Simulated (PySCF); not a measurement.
# Homolysis of cyclopropanol, bond by bond

System: cyclopropanol, `OC1CC1` (C3H6O). Non-hydrogen atoms are numbered in `[OH:1][CH:2]1[CH2:3][CH2:4]1`. These are map numbers, not IUPAC locants.

Energies: M06-2X/def2-TZVP (PySCF, density fitting, integration grid level 3) on PBE0-D3(BJ)/def2-SVP structures. Zero-point and thermal terms (298.15 K, 1 bar) come from unscaled PBE0-D3(BJ)/def2-SVP harmonic frequencies, with soft modes damped to free rotors in the entropy.

```jsonl
{"bond": "O1–H", "r / Å": "0.963", "radicals": "[O]C1CC1 + H•", "BDE(298 K) / kJ/mol": "383", "BDFE / kJ/mol": "348", "D₀ / kJ/mol": "377", "Dₑ / kJ/mol": "414"}
{"bond": "C2–H", "r / Å": "1.100", "radicals": "O[C]1CC1 + H•", "BDE(298 K) / kJ/mol": "424", "BDFE / kJ/mol": "389", "D₀ / kJ/mol": "418", "Dₑ / kJ/mol": "452"}
{"bond": "O1–C2", "r / Å": "1.385", "radicals": "OH• + [CH]1CC1", "BDE(298 K) / kJ/mol": "432", "BDFE / kJ/mol": "382", "D₀ / kJ/mol": "425", "Dₑ / kJ/mol": "454"}
{"bond": "C3–H", "r / Å": "1.093", "radicals": "O[C@@H]1[CH]C1 + H•", "BDE(298 K) / kJ/mol": "449", "BDFE / kJ/mol": "413", "D₀ / kJ/mol": "443", "Dₑ / kJ/mol": "481"}
```

Homolysis to relaxed radicals in the gas phase; the table need not hold every single bond outside rings.

Weakest of these: O1–H (383 kJ/mol); strongest: C3–H (449 kJ/mol).

Known limits: the order of C2–H and O1–C2 is undecided: the gaps lie inside the method's error (some 10 kJ/mol, one structure a species).
